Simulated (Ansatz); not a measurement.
**Tantalum, bcc: convergence with the plane-wave cutoff**

Computed with Ansatz, LDA, scalar-relativistic PAW, on the relaxed cell (a = 3.255 Å; spin not included). Errors count from a run at 420 eV on a Γ-centred 22×22×22 mesh with Fermi-Dirac smearing of 0.1 eV, extrapolated to zero width. Fixed here: mesh 14×14×14, Fermi-Dirac width 0.1 eV. The pressure holds a Pulay correction and is unreliable far below the recommended cutoff. The SCF starts from atomic densities corrected by a trained network.

| cutoff (eV) | E(σ→0) error (meV/atom) | P (GPa) | SCF iterations |
| --- | --- | --- | --- |
| 150 | 8428.2 | -22.91 | 6 |
| 200 | 1271.5 | 0.47 | 6 |
| 250 | 122.6 | 0.39 | 6 |
| 300 | 8.7 | 0.07 | 6 |
| 350 | -0.4 | -0.01 | 6 |
| 420 | -3.8 | -0.03 | 6 |
| 500 | -4.2 | -0.04 | 6 |
| 600 | -4.5 | -0.04 | 6 |
| 800 | -4.7 | -0.04 | 6 |

Within 5 meV/atom of the last row: from 350 eV on.
